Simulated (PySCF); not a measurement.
# H₂S: one-bond stretch

Level of theory: wB97X/[S def2-TZVP, H def2-TZVP], no relativity, density fitting, PySCF.

Rigid scan from the singlet minimum (S–H 1.337 Å (×2); H–S–H 92.7°). Coordinate: the bond from S to the last atom (H) scaled, the rest fixed. Energies in kJ/mol from the minimum.

```
scale of one bond  E (kJ/mol)  dipole size (D)
             0.92        18.5             1.18
             0.96         4.2             1.19
             1.00         0.0             1.19
             1.05         5.4             1.19
             1.12        26.6             1.18
             1.20        62.9             1.17
             1.35       146.4             1.15
             1.55       260.7                –
             1.80       384.5                –
             2.20       529.5                –
```

At long bonds a restricted determinant can lie too high, and another spin state can fall below this curve.
